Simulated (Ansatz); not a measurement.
Ansatz (a first-principles code) input (B3LYP/LANL2DZ): The .json file is the Basis Set Exchange's LANL2DZ.

Ansatz 0.2 input:
```yaml
crystal:
  periodic: [false, false, false]
  atoms:
    - {symbol: C, position_ang: [0.05421122, 0.70484056, 0.00025981]}
    - {symbol: N, position_ang: [0.04393301, -0.75753911, 0.00046505]}
    - {symbol: H, position_ang: [-0.93688026, 1.17928349, -0.00704903]}
    - {symbol: H, position_ang: [-0.44952413, -1.11274988, 0.81056760]}
    - {symbol: H, position_ang: [-0.43767370, -1.11306154, -0.81660260]}
    - {symbol: H, position_ang: [0.58924350, 1.06029739, 0.88241211]}
    - {symbol: H, position_ang: [0.60203622, 1.05996094, -0.87414231]}
basis:
  gaussian:
    orbitals: LANL2DZ.json
hamiltonian:
  xc: {name: B3LYP}
relax: {f_tol: 0.003, max_steps: 120}
```

Output:

```
WARN ansatz: RAYON_NUM_THREADS=1 ignored (pool sized by the plan → 1); use --threads N
Functional definition: B3LYP
integrals: 0.01 GiB planned
398 factors; integrals over basis functions are off by at most 2.9e-4 eV
mean field: 0.07 GiB planned
mean field evaluation 1: about -2602.0531 eV, gradient 5.0e1 eV
mean field evaluation 2: about -2597.2147 eV, gradient 6.8e1 eV
mean field evaluation 4: about -2607.9771 eV, gradient 2.0e0 eV
mean field evaluation 8: about -2607.9700 eV, gradient 9.0e-3 eV
mean field -2607.97000930 eV, -95.8411300961 hartree, gradient 3.2e-5 eV, S^2 0.000000; 0 other end points of the search recorded, 0 dependent functions left out
the calculation of the forces begins
reference -2607.97017211 eV, -95.8411360795 hartree; 9, 9 occupied and 19, 19 virtual orbitals, 398 factors
relax step   1: F+E_penalty+E_count = -2607.97000930 eV  Δ(F+E_penalty+E_count) = +0.000e0 eV  max|allowed force component| = 4.922e-1 eV/Å  Δτ_max = 0.0000 Å  (22 SCF iters, accepted)
these checks for a lower state are left out or cut short: starts, cluster_reference, orbital_swaps, neighbouring_geometries, increment
integrals: 0.01 GiB planned
398 factors; integrals over basis functions are off by at most 2.9e-4 eV
mean field: 0.07 GiB planned
mean field evaluation 16: about -2608.0277 eV, gradient 1.2e-2 eV
mean field -2608.01010984 eV, -95.8426037638 hartree, gradient 1.2e-5 eV, S^2 0.000000; 0 other end points of the search recorded, 0 dependent functions left out
the calculation of the forces begins
reference -2608.01027397 eV, -95.8426097954 hartree; 9, 9 occupied and 19, 19 virtual orbitals, 398 factors
relax step   2: F+E_penalty+E_count = -2608.01010984 eV  Δ(F+E_penalty+E_count) = -4.010e-2 eV  max|allowed force component| = 4.132e-1 eV/Å  Δτ_max = 0.0398 Å  (24 SCF iters, accepted)
these checks for a lower state are left out or cut short: starts, cluster_reference, orbital_swaps, neighbouring_geometries, increment
integrals: 0.01 GiB planned
398 factors; integrals over basis functions are off by at most 2.9e-4 eV
mean field: 0.07 GiB planned
mean field -2608.01884636 eV, -95.8429248249 hartree, gradient 1.4e-5 eV, S^2 0.000000; 0 other end points of the search recorded, 0 dependent functions left out
the calculation of the forces begins
reference -2608.01901081 eV, -95.8429308684 hartree; 9, 9 occupied and 19, 19 virtual orbitals, 398 factors
relax step   3: F+E_penalty+E_count = -2608.01884636 eV  Δ(F+E_penalty+E_count) = -8.737e-3 eV  max|allowed force component| = 2.669e-1 eV/Å  Δτ_max = 0.0249 Å  (23 SCF iters, accepted)
these checks for a lower state are left out or cut short: starts, cluster_reference, orbital_swaps, neighbouring_geometries, increment
integrals: 0.01 GiB planned
398 factors; integrals over basis functions are off by at most 2.9e-4 eV
mean field: 0.07 GiB planned
mean field evaluation 32: about -2608.0388 eV, gradient 1.5e-2 eV
mean field -2608.02077896 eV, -95.8429958470 hartree, gradient 1.4e-5 eV, S^2 0.000000; 0 other end points of the search recorded, 0 dependent functions left out
the calculation of the forces begins
reference -2608.02094312 eV, -95.8430018796 hartree; 9, 9 occupied and 19, 19 virtual orbitals, 398 factors
relax step   4: F+E_penalty+E_count = -2608.02077896 eV  Δ(F+E_penalty+E_count) = -1.933e-3 eV  max|allowed force component| = 1.532e-1 eV/Å  Δτ_max = 0.0311 Å  (23 SCF iters, accepted)
these checks for a lower state are left out or cut short: starts, cluster_reference, orbital_swaps, neighbouring_geometries, increment
integrals: 0.01 GiB planned
398 factors; integrals over basis functions are off by at most 2.9e-4 eV
mean field: 0.07 GiB planned
mean field -2608.02240562 eV, -95.8430556253 hartree, gradient 1.4e-5 eV, S^2 0.000000; 0 other end points of the search recorded, 0 dependent functions left out
the calculation of the forces begins
reference -2608.02256999 eV, -95.8430616661 hartree; 9, 9 occupied and 19, 19 virtual orbitals, 398 factors
relax step   5: F+E_penalty+E_count = -2608.02240562 eV  Δ(F+E_penalty+E_count) = -1.627e-3 eV  max|allowed force component| = 7.690e-2 eV/Å  Δτ_max = 0.0145 Å  (24 SCF iters, accepted)
these checks for a lower state are left out or cut short: starts, cluster_reference, orbital_swaps, neighbouring_geometries, increment
integrals: 0.01 GiB planned
398 factors; integrals over basis functions are off by at most 2.9e-4 eV
mean field: 0.07 GiB planned
mean field -2608.02249271 eV, -95.8430588258 hartree, gradient 5.8e-6 eV, S^2 0.000000; 0 other end points of the search recorded, 0 dependent functions left out
the calculation of the forces begins
reference -2608.02265706 eV, -95.8430648656 hartree; 9, 9 occupied and 19, 19 virtual orbitals, 398 factors
relax step   6: F+E_penalty+E_count = -2608.02249271 eV  Δ(F+E_penalty+E_count) = -8.709e-5 eV  max|allowed force component| = 3.819e-3 eV/Å  Δτ_max = 0.0020 Å  (20 SCF iters, accepted)
these checks for a lower state are left out or cut short: starts, cluster_reference, orbital_swaps, neighbouring_geometries, increment
integrals: 0.01 GiB planned
398 factors; integrals over basis functions are off by at most 2.9e-4 eV
mean field: 0.07 GiB planned
mean field -2608.02249355 eV, -95.8430588567 hartree, gradient 1.7e-5 eV, S^2 0.000000; 0 other end points of the search recorded, 0 dependent functions left out
the calculation of the forces begins
reference -2608.02265789 eV, -95.8430648963 hartree; 9, 9 occupied and 19, 19 virtual orbitals, 398 factors
relax step   7: F+E_penalty+E_count = -2608.02249355 eV  Δ(F+E_penalty+E_count) = -8.386e-7 eV  max|allowed force component| = 3.505e-3 eV/Å  Δτ_max = 0.0002 Å  (15 SCF iters, accepted)
these checks for a lower state are left out or cut short: starts, cluster_reference, orbital_swaps, neighbouring_geometries, increment
integrals: 0.01 GiB planned
398 factors; integrals over basis functions are off by at most 2.9e-4 eV
mean field: 0.07 GiB planned
mean field -2608.02249367 eV, -95.8430588611 hartree, gradient 1.0e-5 eV, S^2 0.000000; 0 other end points of the search recorded, 0 dependent functions left out
the calculation of the forces begins
reference -2608.02265802 eV, -95.8430649008 hartree; 9, 9 occupied and 19, 19 virtual orbitals, 398 factors
relax step   8: F+E_penalty+E_count = -2608.02249367 eV  Δ(F+E_penalty+E_count) = -1.219e-7 eV  max|allowed force component| = 2.980e-4 eV/Å  Δτ_max = 0.0001 Å  (15 SCF iters, accepted)
integrals: 0.01 GiB planned
398 factors; integrals over basis functions are off by at most 2.9e-4 eV
mean field: 0.07 GiB planned
mean field evaluation 64: about -2608.0406 eV, gradient 7.8e-2 eV
mean field -2608.02249367 eV, -95.8430588611 hartree, gradient 1.0e-5 eV, S^2 0.000000; 1 other end points of the search recorded, 0 dependent functions left out
the calculation of the forces begins
reference -2608.02265802 eV, -95.8430649008 hartree; 9, 9 occupied and 19, 19 virtual orbitals, 398 factors
Total energy: -2608.02265802 eV, -95.8430649008 hartree
Atom 0 at     0.042759     0.724170     0.000173 Å, force    -0.000100    -0.000054    -0.000001 eV/Å
Atom 1 at    -0.034244    -0.743859    -0.000107 Å, force     0.000144     0.000269     0.000001 eV/Å
Atom 2 at    -0.933998     1.245823    -0.007041 Å, force     0.000078    -0.000143     0.000001 eV/Å
Atom 3 at    -0.412758    -1.163170     0.842962 Å, force    -0.000063     0.000011     0.000297 eV/Å
Atom 4 at    -0.400440    -1.163494    -0.848439 Å, force    -0.000058     0.000011    -0.000298 eV/Å
Atom 5 at     0.595592     1.060950     0.885936 Å, force    -0.000001    -0.000047     0.000062 eV/Å
Atom 6 at     0.608436     1.060612    -0.877574 Å, force    -0.000000    -0.000047    -0.000062 eV/Å
Dipole moment:    -0.269086     0.056799    -0.001971 e Å
```
